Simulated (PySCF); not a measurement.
C2H3O, SMILES C[C]=O, multiplicity 2. Atoms are numbered in the order given.

```xyz
6

C     -0.0974    -1.1612     0.0000
C      0.4240     0.2420     0.0000
O     -0.1700     1.2563     0.0000
H      0.2956    -1.6772    -0.8781
H      0.2956    -1.6772     0.8781
H     -1.1910    -1.1804     0.0000
```
Charge 0, spin multiplicity 2.

Coordinates come from a PBE0-D3(BJ)/def2-TZVP optimisation. The isomer is the one that the SMILES or the coordinates give; other isomers of the formula were not compared.

Two levels are set side by side: PBE/pcH-1 (PySCF) and PBE0/pcH-1 (PySCF). Contact hyperfine couplings, same geometry. Differences are taken from unrounded values.

```
quantity                       PBE0    PBE  PBE minus PBE0
----------------------------  -----  -----  --------------
A(iso) of 13C, atom C1 (MHz)  167.1  179.4            12.3
A(iso) of 13C, atom C2 (MHz)  356.3  345.4           -11.0
A(iso) of 17O, atom O3 (MHz)  -38.8  -28.8            10.0
A(iso) of 1H, atom H4 (MHz)    -8.9   -8.4             0.6
A(iso) of 1H, atom H5 (MHz)    -8.9   -8.4             0.6
A(iso) of 1H, atom H6 (MHz)    55.3   56.4             1.1
```

Rough cost on one machine, each run with all the roots and properties that it gave: PBE0 against PBE within a factor of 2.
